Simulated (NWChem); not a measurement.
Species: Li2; SMILES [Li][Li]

```xyz
2

Li     0.0000     0.0000    -1.3936
Li     0.0000     0.0000     1.3936
```
Atoms are numbered in this order, from 1.

Geometry: optimised at PBE0/def2-SVP. B3LYP is NWChem's, with the RPA form of VWN correlation.

**Question.** Give the principal values of the shielding tensors (ppm) of Li1 from B3LYP/pcSseg-1, GIAO (NWChem), with their diamagnetic and paramagnetic parts as GIAO splits them.

**Answer.** 
| atom | σ11 | σ22 | σ33 | isotropic | diamagnetic | paramagnetic |
|---|---|---|---|---|---|---|
| Li1 | 95.8 | 95.8 | 103.8 | 98.5 | 102.5 | -4.0 |
